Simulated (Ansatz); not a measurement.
`Oc1ccsc1` + H₂ → `c1ccsc1` + H₂O at 400 K and 1 bar (hydrogenolysis of a C–O bond).

Isolated molecules relaxed with PBE0-D4/def2-TZVP in Ansatz; ΔE leaves out vibrations. CCSD(T)/CBS is the MP2 limit (def2-TZVPP, def2-QZVPP) plus CCSD(T) − MP2 in def2-TZVPP, frozen cores. This one scheme is used for every species. Each species was taken in one conformer, which may not be the lowest.

```csv
species,CCSD(T)/CBS energy (Eh),H − E (kJ/mol),S (J/(mol·K))
`Oc1ccsc1`,-627.54516,214.5,338.1
H₂,-1.17544,38.0,139.0
`c1ccsc1`,-552.37872,197.5,301.7
H₂O,-76.37941,69.8,198.6
```

H − E and S are ideal-gas, rigid-rotor, harmonic terms from PBE0-D4/def2-TZVP, for one conformer and one mirror image of each species. The MP2-based limit puts H₂ 0.8 mEh under its directly extrapolated value; such offsets cancel only in part. 1 Eh = 2625.50 kJ/mol, R = 8.31446 J/(mol·K).

Problem. By hand: ΔE, ΔH, ΔS and ΔG.

Solution. ΔE = (-552.37872) + (-76.37941) − (-627.54516) − (-1.17544) = -0.03753 Eh = -98.5 kJ/mol. Δ(H − E) = 197.5 + 69.8 − 214.5 − 38.0 = 14.8, so ΔH = -83.7 kJ/mol. ΔS = 301.7 + 198.6 − 338.1 − 139.0 = 23.2 J/(mol·K). ΔG = -83.7 − 400 × (23.2)/1000 = -93.0 kJ/mol.

Problem. By hand: the equilibrium constant, and the temperature at which ΔG would vanish if ΔH and ΔS stayed fixed.

Solution. log₁₀ K = −ΔG/(RT ln 10) = 12.1. ΔH and −TΔS have one sign here, so there is no such temperature.

ΔH outweighs TΔS. A doubt of 5 kJ/mol in ΔE shifts log₁₀ K by 0.7 here. Other conformers and mirror images would add mixing entropy, several J/(mol·K) or more a flexible species. These are equilibria of isolated gas molecules and say nothing of rates. Largest T1 diagnostic: 0.013 (customary marks: 0.02 for closed shells, 0.045 for open ones).
